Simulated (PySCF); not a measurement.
Level of theory: ωB97X-D3(BJ)/def2-TZVP // B3LYP-D3(BJ)/def2-TZVP run with PySCF 2.14.0. Isolated molecules, 0 K electronic values unless said otherwise. 

Reference species (SMILES): `[CH3]` (neutral, multiplicity 2).

| Quantity | Value |
|---|---|
| dipole moment | 0.00 D |

Changed species: `[CH3][Al][I]` (radical fragment; the reference has radical fragment).

Question: What does the change do to the dipole moment?

Answer: the dipole moment increases by 2.19 D, to 2.19 D.
